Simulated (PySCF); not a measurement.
# C3H2ClFO: electronic excitations

Wanted: the electronic excitations of C3H2ClFO (`C=C(F)C(=O)Cl`), by calculation.

Computed with PySCF 2.14.0, with density-fitted response routines of our own, on a single molecule in the gas phase. Atoms count from 0, in the outputs and in this text.

## Step 1: The molecule as given

8 atoms, charge 0, multiplicity 1; geometry from: GFN2-xTB.

Bonds of the start (Å): C0–C1 1.33, C1–F2 1.34, C1–C3 1.48, C3–O4 1.19, C3–Cl5 1.75, C0–H6 1.07, C0–H7 1.08.

## Step 2: TDDFT and polarisability: CAM-B3LYP/def2-SVPD

Job settings and geometry (Å):

```
{"job": {"kind": "uv", "xc": "CAM-B3LYP", "basis": "def2-SVPD", "nstates": 8, "ntriplets": 3}, "charge": 0, "multiplicity": 1}
C     -1.243400    -0.065169     0.406888
C     -0.096847     0.420501    -0.054370
F      0.032226     1.719665    -0.352700
C      1.100062    -0.417578    -0.270049
O      1.169590    -1.586938    -0.058926
Cl     2.469001     0.482869    -0.888982
H     -1.320616    -1.111057     0.639273
H     -2.100960     0.567120     0.554301
```

With the program's defaults for keys left out, this is: TDDFT CAM-B3LYP/def2-SVPD, vertical, gas phase, core orbitals frozen in the response.

Run with:

```
OMP_NUM_THREADS=1 python probes_run.py task.json out
```

One launch serves the whole session: the jobs run in the order shown.

What will the session give for the following? lowest singlet (CAM-B3LYP/def2-SVPD); brightest single state of those computed; lowest triplet; surface potential, 1st and 99th percentile. Wanted: lowest singlet; brightest single state of those computed; lowest triplet; surface potential, 1st and 99th percentile.

As calculated:

| quantity | value |
| --- | --- |
| lowest singlet (CAM-B3LYP/def2-SVPD) | 4.52 eV (275 nm), f = 0.000 |
| brightest single state of those computed | state 2, 5.69 eV, f = 0.265 |
| lowest triplet | 3.39 eV |
| surface potential, 1st and 99th percentile | -1.10 V and 1.45 V |

The lowest singlet, at 4.52 eV, is HOMO−1→LUMO 0.90 and is dark; of the 8 states computed, the strongest absorption comes from state 2 at 5.69 eV. The lowest triplet lies 1.12 eV below the lowest singlet (triplets in Tamm-Dancoff, singlets in full TDDFT). At CAM-B3LYP/def2-SVPD, counted by nearest atom on the grid, the HOMO lies on C0, C1 about 33 % each; F2 14 %, the LUMO on C3 28 %; C0 20 %.
